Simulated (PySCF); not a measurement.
Series: H3E-E'H3. All species are isolated molecules in the gas phase. Strings in code marks are SMILES.

The brightest of the four lowest singlets (TDA) from two functionals at the same geometries (B3LYP-D3(BJ)/def2-TZVP), both in PySCF: PBE-D3(BJ)/def2-TZVP and B3LYP-D3(BJ)/def2-TZVP. B3LYP has the VWN-RPA correlation part, as in Gaussian. Excitations are Tamm–Dancoff values on a coarser integration grid. The basis has no diffuse functions, so Rydberg states are missing or too high.

```json
[
 {"species": "`CC`", "PBE-D3(BJ)/def2-TZVP (eV)": "9.97", "B3LYP-D3(BJ)/def2-TZVP (eV)": "10.49"},
 {"species": "`[SiH3]C`", "PBE-D3(BJ)/def2-TZVP (eV)": "8.18", "B3LYP-D3(BJ)/def2-TZVP (eV)": "8.55"},
 {"species": "`[SiH3][SiH3]`", "PBE-D3(BJ)/def2-TZVP (eV)": "7.52", "B3LYP-D3(BJ)/def2-TZVP (eV)": "7.89"},
 {"species": "`[SiH3][SnH3]`", "PBE-D3(BJ)/def2-TZVP (eV)": "6.73", "B3LYP-D3(BJ)/def2-TZVP (eV)": "7.05"}
]
```

Over these rows, drawn at random from the members with no instability flagged (it was tested for open shells, ions and some series alone), PBE minus B3LYP-D3(BJ): mean -0.40 eV, from -0.53 eV to -0.33 eV.
